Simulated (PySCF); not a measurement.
HN, SMILES [NH], multiplicity 3.

Geometry optimised at PBE0-D3(BJ)/def2-TZVPD.

Calculation: PBE/def2-TZVPD run with PySCF.

The molecule is in vacuum.

The total energy is -55.17242 hartree, the point group is C∞v and the α spin, highest occupied and lowest empty level is -7.89 and -0.05 eV. The β spin, highest occupied and lowest empty level is -8.62 and -4.26 eV and the dipole moment is 1.47 D. The mean static polarisability is 10.3 bohr³ (1.53 Å³) and the polarisability, principal values is 9.3, 9.3, 12.3 bohr³. The ⟨S²⟩ comes out as 2.005 (pure state 2.00).
